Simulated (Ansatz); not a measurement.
## Down a group: atomization energies of O–CH₂, H2Si–O, H₂Ge–O

Ansatz 0.2.0, basis cc-pVDZ; geometries are PBE0/def2-TZVP minima. Wave-function levels freeze the cores with the filled d shells of p-block atoms; HF, MP2 and coupled cluster are restricted for singlets and unrestricted otherwise, atoms included (their steps beyond CCSDT(Q) come from restricted open-shell runs), restricted open-shell where a d shell is frozen. The reference is CCSDT(Q) or CCSDTQ (coupled cluster only where its series has nearly closed). An error is the level's value less the reference. None of these values is a measured one. Energies are electronic, without zero-point terms. No spin–orbit coupling and no scalar relativity. The set is small: it underbinds, by tens of kJ/mol for each bond, so near ties and functionals' places can change in larger sets. The species are chosen: bound, without strong static correlation by their natural occupations or amplitudes, in their lowest spin state as far as vertical gaps and like structures tell, and with a ladder that closes on the reference, so errors are smaller than for species at large; levels whose determinant breaks symmetry or spin markedly are left out.

```csv
species,bonds (Å),quantity,symmetry of the states,reference,value (kcal/mol),error CCSD,error CCSD(T),error CCSDT
"O–CH2, singlet","C–O 1.195, C–H 1.109, angles at C 116/122°",atomization,A1,CCSDTQ,345.2,-5.6,-0.5,-0.5
"H2Si–O, singlet","O–Si 1.516, Si–H 1.486, angles at Si 112/124°",atomization,A1,CCSDT(Q),262.3,-5.9,-0.9,-0.8
"H2Ge–O, singlet","O–Ge 1.632, Ge–H 1.542, angles at Ge 113/123°",atomization,A1,CCSDTQ,225.9,-7.3,-1.0,-0.8
```

The reference falls from C to Ge, by 119.3 kcal/mol in all.
